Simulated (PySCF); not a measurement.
**Neon: a sound run and one with changed settings**

Sound run: Ne [Ne], Ne⁺ [He] 2s2 2p5. Calculation: PySCF 2.14, in cc-pVTZ; no relativity, point nucleus. In the sound run the correlated levels freeze 1s2. The sound run starts from symmetry-adapted Hartree-Fock orbitals and uses a fine grid where one is needed.

Changed run: all electrons correlated in a basis built for the valence shell.

```tsv
species	method	sound run (hartree)	changed run (hartree)	converged
Ne	MP2	-128.79618	-128.80915	yes
Ne	CCSD(T)	-128.80245	-128.81513	yes
Ne⁺	MP2	-128.00571	-128.01824	yes
Ne⁺	CCSD(T)	-128.01972	-128.03203	yes
```

Ionisation energy of Ne:

```csv
method,sound run (eV),changed run (eV)
UHF,19.673,19.673
MP2,21.510,21.522
SCS-MP2,21.365,21.372
CCSD,21.252,21.262
CCSD(T),21.299,21.309
```

A valence basis has no tight correlating functions, so it recovers only part of the core correlation, and not evenly between atom and ion.

For comparison, NIST gives 21.565 eV between the lowest levels.
